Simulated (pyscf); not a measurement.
Structures and frequencies: ωB97X-D3(BJ)/def2-SVP in PySCF.

### Question
For the elementary gas-phase step H₂N–SiH₂–NH–SiH₂–NH₂ + HCl → H₂N–SiH₂–NH–SiH(NH₂)–Cl + H₂ (singlet surface; H–Si, Cl–H broken, Cl–Si, H–H formed), what barrier and reaction energy does ωB97M-D3(BJ)/def2-TZVP give, measured from the separated reactants?

### Answer
ΔE‡ = 0.92 eV, ΔE = -1.10 eV. Zero-point energy shifts the barrier by +0.07 eV. It is a four-centre exchange, with an imaginary mode of 644i cm⁻¹. One saddle was located; it need not be the lowest between these sides.
